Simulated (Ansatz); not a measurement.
All numbers were calculated with Ansatz.

A structure relaxed at PBE0-D4/def2-TZVP, charge 0, multiplicity 1:

```json
{"atom": "N1", "x (Å)": "-0.337", "y (Å)": "0.054", "z (Å)": "1.227"}
{"atom": "C2", "x (Å)": "-0.305", "y (Å)": "-0.018", "z (Å)": "-0.176"}
{"atom": "F3", "x (Å)": "-0.940", "y (Å)": "-1.143", "z (Å)": "-0.568"}
{"atom": "F4", "x (Å)": "-1.000", "y (Å)": "1.025", "z (Å)": "-0.680"}
{"atom": "S5", "x (Å)": "1.388", "y (Å)": "-0.006", "z (Å)": "-0.866"}
{"atom": "H6", "x (Å)": "0.116", "y (Å)": "-0.744", "z (Å)": "1.650"}
{"atom": "H7", "x (Å)": "0.069", "y (Å)": "0.916", "z (Å)": "1.564"}
{"atom": "H8", "x (Å)": "1.009", "y (Å)": "-0.084", "z (Å)": "-2.152"}
```

(1) Give its formula and SMILES.

(2) Point group (tolerance 0.08 Å, 0.16 Å for H)?

(3) Summarise the bond lengths by kind.

## Answers

(1) CH3F2NS, `NC(F)(F)S`.

(2) Cs.

(3) 1 × C–N 1.405 Å; 2 × H–N 1.011 Å; 2 × C–F 1.350 Å; 1 × C–S 1.829 Å; 1 × H–S 1.344 Å.
